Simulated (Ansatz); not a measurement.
Rock-salt ZrC

All values below come from LDA in Ansatz (PAW).

Numerical settings: plane-wave cutoff 520 eV, 16×16×16 k mesh, Fermi–Dirac smearing 0.1 eV, perturbation theory, scalar-relativistic PAW data made under PBE.

Cell (relaxed at this level):

```
ZrC
1.0
    0.00000     2.32085     2.32085
    2.32085     0.00000     2.32085
    2.32085     2.32085     0.00000
Zr C
1 1
Direct
  0.00000   0.00000   0.00000
  0.50000   0.50000   0.50000
```

```json
{
 "TO(Γ) frequency": "450 cm⁻¹"
}
```

Ansatz is a quantum-chemistry and plane-wave program.
